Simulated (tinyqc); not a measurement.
ROHF in the sto-3g basis, for NH, spin multiplicity 3, step by step. One step of it, computed by the program tinyqc.

Problem. Iteration 2: diagonalisation and new density. Diagonalise F' = X^T F X, C = X C', fill 5 alpha and 3 beta electrons from the bottom; D(s) = C_occ C_occ^T. Each column has its largest component positive (the first on a tie).

effective F (hartree), lower triangle:
```
             1N 1s      1N 2s     1N 2px     1N 2py     1N 2pz      2H 1s
1N 1s   -15.772670
1N 2s    -3.977004  -2.041263
1N 2px    0.000000   0.000000  -0.312854
1N 2py    0.000000   0.000000   0.044064  -0.048554
1N 2pz    0.001975   0.055425   0.000000   0.000000  -0.364403
2H 1s    -0.174392  -0.237118   0.000000   0.000000  -0.179571  -0.079468
```

X, lower triangle:
```
            1N 1s      1N 2s    1N 2px    1N 2py     1N 2pz     2H 1s
1N 1s    1.021766
1N 2s   -0.122961   1.030674
1N 2px   0.000000   0.000000  1.000000
1N 2py   0.000000   0.000000  0.000000  1.000000
1N 2pz  -0.001314   0.009995  0.000000  0.000000   1.010999
2H 1s    0.008816  -0.078522  0.000000  0.000000  -0.086797  1.019750
```

Give: F' = X^T F X; orbital energies; coefficients C; D(alpha) after iteration 2; D(beta) after iteration 2.

Solution.

F' = X^T F X (hartree), lower triangle:
```
         1       2       3       4       5       6
1  -15.501
2   -1.998  -1.363
3    0.000   0.000  -0.313
4    0.000   0.000   0.044  -0.049
5   -0.011   0.074   0.000   0.000  -0.340
6    0.010  -0.122   0.000   0.000  -0.155  -0.026
```

orbital energies (hartree): MO1 -15.778, MO2 -1.104, MO3 -0.403, MO4 -0.320, MO5 -0.041, MO6 0.055

coefficients C:
```
           MO1     MO2     MO3     MO4    MO5     MO6
1N 1s    0.995  -0.259  -0.006   0.000  0.000   0.041
1N 2s    0.020   1.021   0.011   0.000  0.000  -0.204
1N 2px   0.000   0.000   0.000   0.987  0.160   0.000
1N 2py   0.000   0.000   0.000  -0.160  0.987   0.000
1N 2pz   0.000  -0.076   0.898   0.000  0.000  -0.467
2H 1s   -0.002   0.032   0.313   0.000  0.000   0.977
```

D(alpha) after iteration 2, lower triangle:
```
         1N 1s   1N 2s  1N 2px  1N 2py  1N 2pz  2H 1s
1N 1s    1.058
1N 2s   -0.245   1.042
1N 2px   0.000   0.000   1.000
1N 2py   0.000   0.000   0.000   1.000
1N 2pz   0.014  -0.068   0.000   0.000   0.812
2H 1s   -0.012   0.036   0.000   0.000   0.279  0.099
```

D(beta) after iteration 2, lower triangle:
```
         1N 1s   1N 2s  1N 2px  1N 2py  1N 2pz  2H 1s
1N 1s    1.058
1N 2s   -0.245   1.042
1N 2px   0.000   0.000   0.000
1N 2py   0.000   0.000   0.000   0.000
1N 2pz   0.014  -0.068   0.000   0.000   0.812
2H 1s   -0.012   0.036   0.000   0.000   0.279  0.099
```
